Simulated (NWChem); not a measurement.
Everything below was run with NWChem. System: CH4, charge 0, spin multiplicity 1, displaced from the optimised geometry.

The NWChem input:

```
start mol
memory heap 200 mb stack 800 mb global 1000 mb
geometry units angstroms nocenter noautoz
  C      0.000000     0.000000    -0.000000
  H      0.000000     0.921079     0.651299
  H      0.000000    -0.921079     0.651299
  H     -0.921080     0.000000    -0.651298
  H      0.921080     0.000000    -0.651298
  symmetry group C2v
end
basis spherical
  * library def2-tzvp
end
dft
  xc pbe0
  semidirect memsize 60000000 filesize 0
  iterations 100
  convergence nodiis damp 40
end
task dft gradient
```

The output up to the point where the run's verdict is printed (cleaned and shortened):

```
             Northwest Computational Chemistry Package (NWChem) 7.3.0
             --------------------------------------------------------

                                NWChem Input Module
                                -------------------

 Scaling coordinates for geometry "geometry" by  1.889725989
 (inverse scale =  0.529177249)

 Turning off AUTOSYM since
 SYMMETRY directive was detected!

                             Geometry "geometry" -> ""
                             -------------------------

 Output coordinates in angstroms (scale by  1.889725989 to convert to a.u.)

  No.       Tag          Charge          X              Y              Z
 ---- ---------------- ---------- -------------- -------------- --------------
    1 C                    6.0000     0.00000000     0.00000000     0.00000000
    2 H                    1.0000     0.00000000     0.92107900     0.65129900
    3 H                    1.0000     0.00000000    -0.92107900     0.65129900
    4 H                    1.0000    -0.92108000     0.00000000    -0.65129800
    5 H                    1.0000     0.92108000     0.00000000    -0.65129800

 Effective nuclear repulsion energy (a.u.)      12.9817941061

            Nuclear Dipole moment (a.u.)
            ----------------------------
        X                 Y               Z
 ---------------- ---------------- ----------------
     0.0000000000     0.0000000000     0.0000037795

      Symmetry information
      --------------------

 Group name             C2v
 Group number             16
 Group order               4
 No. of unique centers     3

      Symmetry unique atoms

     1    2    4


 Summary of "ao basis" -> "" (spherical)
 ------------------------------------------------------------------------------
       Tag                 Description            Shells   Functions and Types
 ---------------- ------------------------------  ------  ---------------------
 *                         def2-tzvp                  on all atoms

                                 NWChem DFT Module
                                 -----------------
[...]
 d= 0,ls=0.0         52    -39.4117106282  7.15D-02  4.24D-02               3.2
 d= 0,ls=0.0         53    -39.1621314761  2.50D-01  4.74D-02               3.3
  Resetting Diis
 d= 0,ls=0.0         54    -39.1255515876  3.66D-02  4.90D-02               3.3
 d= 0,ls=0.0         55    -38.8628306191  2.63D-01  5.38D-02               3.4
 d= 0,ls=0.0         56    -38.8768590416 -1.40D-02  5.49D-02               3.5
 d= 0,ls=0.0         57    -38.6203525999  2.57D-01  5.91D-02               3.5
 d= 0,ls=0.0         58    -38.6867318370 -6.64D-02  5.98D-02               3.6
 d= 0,ls=0.0         59    -38.4452797388  2.41D-01  6.29D-02               3.7
 d= 0,ls=0.0         60    -38.5552764972 -1.10D-01  6.34D-02               3.7
 d= 0,ls=0.0         61    -38.3291457307  2.26D-01  6.55D-02               3.8
 d= 0,ls=0.0         62    -38.4706262243 -1.41D-01  6.58D-02               3.9
 d= 0,ls=0.0         63    -38.2563920955  2.14D-01  6.72D-02               3.9
 d= 0,ls=0.0         64    -38.4185974099 -1.62D-01  6.74D-02               4.0
 d= 0,ls=0.0         65    -38.2124401854  2.06D-01  6.82D-02               4.0
 d= 0,ls=0.0         66    -38.3875318618 -1.75D-01  6.83D-02               4.1
 d= 0,ls=0.0         67    -38.1864693109  2.01D-01  6.88D-02               4.2
 d= 0,ls=0.0         68    -38.3693034564 -1.83D-01  6.88D-02               4.2
 d= 0,ls=0.0         69    -38.1713238662  1.98D-01  6.91D-02               4.3
 d= 0,ls=0.0         70    -38.3587167692 -1.87D-01  6.92D-02               4.3
 d= 0,ls=0.0         71    -38.1625592258  1.96D-01  6.93D-02               4.4
 d= 0,ls=0.0         72    -38.3526048770 -1.90D-01  6.93D-02               4.5
 d= 0,ls=0.0         73    -38.1575097372  1.95D-01  6.94D-02               4.5
 d= 0,ls=0.0         74    -38.3490885400 -1.92D-01  6.94D-02               4.6
 d= 0,ls=0.0         75    -38.1546081048  1.94D-01  6.95D-02               4.6
 d= 0,ls=0.0         76    -38.3470695177 -1.92D-01  6.95D-02               4.7
 d= 0,ls=0.0         77    -38.1529431812  1.94D-01  6.95D-02               4.8
 d= 0,ls=0.0         78    -38.3459115531 -1.93D-01  6.95D-02               4.8
 d= 0,ls=0.0         79    -38.1519886786  1.94D-01  6.96D-02               4.9
 d= 0,ls=0.0         80    -38.3452478640 -1.93D-01  6.96D-02               4.9
 d= 0,ls=0.0         81    -38.1514417278  1.94D-01  6.96D-02               5.0
 d= 0,ls=0.0         82    -38.3448676126 -1.93D-01  6.96D-02               5.0
 d= 0,ls=0.0         83    -38.1511284006  1.94D-01  6.96D-02               5.1
 d= 0,ls=0.0         84    -38.3446497999 -1.94D-01  6.96D-02               5.1
 d= 0,ls=0.0         85    -38.1509489362  1.94D-01  6.96D-02               5.2
 d= 0,ls=0.0         86    -38.3445250494 -1.94D-01  6.96D-02               5.3
 d= 0,ls=0.0         87    -38.1508461538  1.94D-01  6.96D-02               5.3
 d= 0,ls=0.0         88    -38.3444536046 -1.94D-01  6.96D-02               5.4
 d= 0,ls=0.0         89    -38.1507872916  1.94D-01  6.96D-02               5.4
 d= 0,ls=0.0         90    -38.3444126897 -1.94D-01  6.96D-02               5.5
 d= 0,ls=0.0         91    -38.1507535829  1.94D-01  6.96D-02               5.5
 d= 0,ls=0.0         92    -38.3443892591 -1.94D-01  6.96D-02               5.6
 d= 0,ls=0.0         93    -38.1507342793  1.94D-01  6.96D-02               5.7
 d= 0,ls=0.0         94    -38.3443758415 -1.94D-01  6.96D-02               5.7
 d= 0,ls=0.0         95    -38.1507232250  1.94D-01  6.96D-02               5.8
 d= 0,ls=0.0         96    -38.3443681578 -1.94D-01  6.96D-02               5.8
 d= 0,ls=0.0         97    -38.1507168948  1.94D-01  6.96D-02               5.9
 d= 0,ls=0.0         98    -38.3443637578 -1.94D-01  6.96D-02               6.0
 d= 0,ls=0.0         99    -38.1507132697  1.94D-01  6.96D-02               6.0
 d= 0,ls=0.0        100    -38.3443612381 -1.94D-01  6.96D-02               6.1
```

Convergence was not reached. The next line reads: Calculation failed to converge. NWChem stopped with the message: dft gradient failed.
